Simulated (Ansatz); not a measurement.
Rock-salt HfC, treated with BLYP (PAW; Ansatz, a quantum-chemistry and plane-wave program).

Run with plane-wave cutoff 520 eV, 20×20×20 k mesh, Fermi–Dirac smearing 0.05 eV, scalar-relativistic PAW data made under PBE.

Equation-of-state points:

```json
[
 {"V (Å³/atom)": "12.198", "E − E_lowest (meV/atom)": "35.46", "P (GPa)": "15.36"},
 {"V (Å³/atom)": "12.457", "E − E_lowest (meV/atom)": "15.22", "P (GPa)": "9.72"},
 {"V (Å³/atom)": "12.717", "E − E_lowest (meV/atom)": "3.68", "P (GPa)": "4.62"},
 {"V (Å³/atom)": "12.976", "E − E_lowest (meV/atom)": "0.00", "P (GPa)": "0.00"},
 {"V (Å³/atom)": "13.236", "E − E_lowest (meV/atom)": "3.44", "P (GPa)": "-4.17"},
 {"V (Å³/atom)": "13.495", "E − E_lowest (meV/atom)": "13.31", "P (GPa)": "-7.95"},
 {"V (Å³/atom)": "13.755", "E − E_lowest (meV/atom)": "29.00", "P (GPa)": "-11.37"}
]
```

Question: Fit the third-order Birch–Murnaghan equation and give B0 and B′.

Answer: V0 = 12.976 Å³/atom, B0 = 219 GPa, B′ = 4.0 (fit to the energies at full precision).

Measured, for comparison: bulk modulus 242 GPa (room temperature, not corrected to a static lattice, our sources range from 242 to 286; as tabulated in Synthesis of Binary Transition Metal Nitrides, Carbides and Borides from the …); equilibrium volume per atom 12.47 Å³/atom (temperature not stated, not corrected to a static lattice; as tabulated in Zhang et al. (2018), doi:10.1088/1367-2630/aac7f0). Computed (rounded) less measured: bulk modulus not scored (sources differ), equilibrium volume per atom +4.1 %.

Spin–orbit coupling is not included.

The computed numbers hold no vibrational or temperature effects.

Computing time: around 100 core-seconds (rough).
